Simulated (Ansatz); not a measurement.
Geometry optimisation, Ansatz, RKS PBE/def2-mTZVP.

input.yaml

```yaml
crystal:
  periodic: [false, false, false]
  atoms:
    - { symbol: Si, position_ang: [-0.6209, 0.2235, -0.2323] }
    - { symbol: C, position_ang: [1.0196, -0.3375, 0.2539] }
    - { symbol: S, position_ang: [1.1364, -1.4175, 1.4976] }
    - { symbol: H, position_ang: [-1.4739, -0.8294, -0.7083] }
    - { symbol: H, position_ang: [-0.5455, 1.2141, -1.3971] }
    - { symbol: H, position_ang: [-1.3543, 1.0123, 0.8562] }
    - { symbol: H, position_ang: [1.8998, 0.0664, -0.3157] }
basis:
  gaussian: { orbitals: def2-mTZVP }
hamiltonian:
  xc: pbe
relax:
  f_tol: 0.02
  max_steps: 50
```

Run as:

```bash
$ ansatz run input.yaml --threads 2 --pin off --max-ram 3072MiB --backend cpu --events-out ev --progress --plain --runs-dir out
```

Q: Where does it end, and by what steps?

A: The run converged. The force dipped under the threshold on the way, but the program's further checks kept it going. After 25 steps the energy has fallen by 0.240 eV; S3 moved furthest, 0.83 Å.

```tsv
step	energy less start (eV)	largest force component (eV/Å)	accepted
0	0.0000	2.449	yes
1	-0.1807	0.856	yes
2	-0.1847	0.477	yes
3	-0.2209	0.084	yes
4	-0.2231	0.077	yes
5	-0.2235	0.028	yes
6	-0.2237	0.070	yes
7	-0.2239	0.119	yes
8	-0.2243	0.133	yes
9	-0.2184	0.532	no
10	-0.2159	0.266	no
11	-0.2255	0.067	yes
12	-0.2276	0.114	yes
13	-0.2284	0.270	yes
14	-0.2295	0.247	yes
15	-0.2345	0.033	yes
16	-0.2267	0.551	no
17	-0.2347	0.086	yes
18	-0.2368	0.205	yes
19	-0.2367	0.166	no
20	-0.2387	0.142	yes
21	-0.2396	0.008	yes
22	-0.2398	0.071	yes
23	-0.2399	0.066	yes
24	-0.2401	0.027	yes
25	-0.2401	0.011	yes
```

```xyz
7
Properties=species:S:1:pos:R:3
Si -0.696 0.276 -0.280
C 0.993 -0.310 0.352
S 1.344 -1.843 0.813
H -1.658 -0.863 -0.298
H -0.525 0.849 -1.656
H -1.190 1.375 0.614
H 1.793 0.448 0.409
```

Time of the run: 10 s on 2 threads of AMD EPYC 9R45 96-Core Processor (Zen 5) (shared host), peak memory 0.16 GiB.
